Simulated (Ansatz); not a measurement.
## An input for doublet [PH3]+

[PH3]+: 4 atoms, total charge +1, spin state doublet. SMILES of the parent species: `P`. The shape was relaxed beforehand at r2SCAN/def2-SVP.

```xyz
4

P     0.1568   -0.1480   -0.1508
H     0.8046   -0.1146    1.1020
H    -1.0743   -0.8368   -0.1429
H     0.1130    1.0994   -0.8083
```

Settings wanted:

```yaml
basis_set: def2-TZVPP
core_potential: none
integral_approximation: automatic
task: energy
method: DFT
functional: r2SCAN
dispersion: none
reference: UKS
accuracy: medium
```

Problem. Write the Ansatz 0.2.0 input and the command.

Solution. One that was run (others would do as well):

input.yaml:
```yaml
crystal:
  periodic: [false, false, false]
  atoms:
    - {symbol: P, position_ang: [0.156821, -0.147984, -0.150779]}
    - {symbol: H, position_ang: [0.804570, -0.114635, 1.102046]}
    - {symbol: H, position_ang: [-1.074332, -0.836794, -0.142859]}
    - {symbol: H, position_ang: [0.113041, 1.099412, -0.808308]}
basis:
  gaussian: {orbitals: def2-TZVPP}
hamiltonian: {xc: r2scan}
total_charge: 1
magnetization: {spin_polarized: true, initial_magnetization: 1}
```

```bash
$ ansatz run input.yaml --threads 1 --pin off --max-ram 3480MiB --events-out events.jsonl --progress --plain --runs-dir runs
```

Calculated total energy: -342.76506 Eh.
